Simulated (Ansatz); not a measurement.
# CHF (triplet): from Hartree-Fock to the top rungs, cc-pVTZ

An exercise on one series of results from a longer session: the logs are not shown, and one member is left open.

Program: Ansatz 0.2.0, Gaussian basis. Level of theory: cc-pVTZ, core rule «outside noble gas», up to 2 orbitals frozen. These are calculated values, not measurements.

The runs, in order: UHF; CCSD(T) on ROHF; CCSD(T) on UHF; BCCD(T) on ROHF; CCSDT(Q) on ROHF; CCSDT(Q) on UHF.

11 further runs of the same task are left out: 7 for a known fault of the program, 4 set aside as unsound or not needed.

### The system

The geometry is a PBE0/def2-TZVP stationary point (not a proven minimum) of the parent state, kept for this charge and spin.

3 atoms, charge 0, spin multiplicity 3.

Atoms are counted from 1 here; the program's logs count them from 0.

Bond lengths: C1–F2 1.301 Å, C1–H3 1.126 Å. Angles: F2–C1–H3 102.3°.

Set-up of the first run:

Contents of in.yaml:

```yaml
crystal:
  periodic: [false, false, false]
  atoms:
    - {symbol: C, position_ang: [0.000000, -0.163885, 0.747173]}
    - {symbol: F, position_ang: [0.000000, 0.056933, -0.534482]}
    - {symbol: H, position_ang: [0.000000, 0.879752, 1.170931]}
basis:
  gaussian: {orbitals: cc-pVTZ}
magnetization: {spin_polarized: true, initial_magnetization: 2}
hamiltonian: {xc: hf}
output: {orbitals: {seedname: orbitals}}
```

Command:

```bash
$ ansatz run in.yaml --threads 1 --pin off --events-out ev --progress --plain --max-ram 4096MiB --backend cpu
```

Among the steps run: UHF; CCSD(T) on ROHF; CCSD(T) on UHF; BCCD(T) on ROHF; CCSDT(Q) on ROHF; CCSDT(Q) on UHF.

One of the session's tables, all rows but one given; the rest of the session is left out.

It belongs to the step «Misses and costs». 

```
   method  from UCCSDT(Q) (meV)
     ROHF              +10656.4
      UHF              +10543.3
     RMP2                +729.9
     UMP2                +726.5
    RCCSD                +350.5
    UCCSD                +348.3
 RCCSD(T)                     ?
 UCCSD(T)                 +27.3
  BCCD(T)                 +23.9
   RCCSDT                 +11.4
   UCCSDT                 +10.6
RCCSDT(Q)                  +5.4
UCCSDT(Q)                     0
```

Estimate the missing values for RCCSD(T).

As computed: from UCCSDT(Q) (meV): +27.5. In the column «from UCCSDT(Q) (meV)» it lies between UCCSD(T) (+27.3) and UCCSD (+348.3).

To keep in mind: Restricted and unrestricted rows rest on different reference determinants; where their highest levels disagree by more than a few hundredths of an eV, they describe different states and don't form one ladder.
